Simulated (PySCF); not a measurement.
Complexes of water

Gas-phase complexes of water, each in one structure from a short search with a few starts, optimised by PBE0-D3(BJ)/def2-SVPD or PBE0-D3(BJ)/def2-TZVPD; other ways of binding may lie lower. Energies in kcal/mol, PBE0-D3(BJ)/def2-TZVPD, counterpoise-corrected (PySCF): interaction is complex less parts frozen as they stand in it, binding adds what it costs to deform them. Contacts are written partner···water; electrostatic, Pauli and orbital are terms of the uncorrected same energy, whose rest is dispersion or correlation.

2 other partners are left out, for which the search missed the form known or expected to bind best.

Frequency runs check only 4 of the 6 structures; these show no clear imaginary mode. 1 further partner within 0.25 kcal/mol of a listed one is not ranked.

Q: Order these partners of water by binding energy, strongest first: carbon dioxide, fluoromethane, Ca2+, bromide, K+, hydrogen sulfide.

A: Ca2+ (-58.4), K+ (-17.6), bromide (-13.4), fluoromethane (-3.7), hydrogen sulfide (-3.0), carbon dioxide (-2.6).
```csv
partner,contact,distance (Å),binding,interaction,electrostatic,Pauli,orbital
Ca2+,Ca···O,2.22,-58.4,-58.6,-51.2,25.6,-32.1
K+,K···O,2.61,-17.6,-17.6,-19.0,6.8,-5.0
bromide,Br···H,2.34,-13.4,-13.9,-16.5,10.2,-7.1
fluoromethane,F···H,2.01,-3.7,-3.7,-5.1,3.5,-1.7
hydrogen sulfide,H···O,2.15,-3.0,-3.0,-4.8,4.2,-2.0
carbon dioxide,C···O,2.83,-2.6,-2.7,-3.6,2.1,-0.8
```

Multiply charged ions in the gas phase bind far more strongly than in solution.
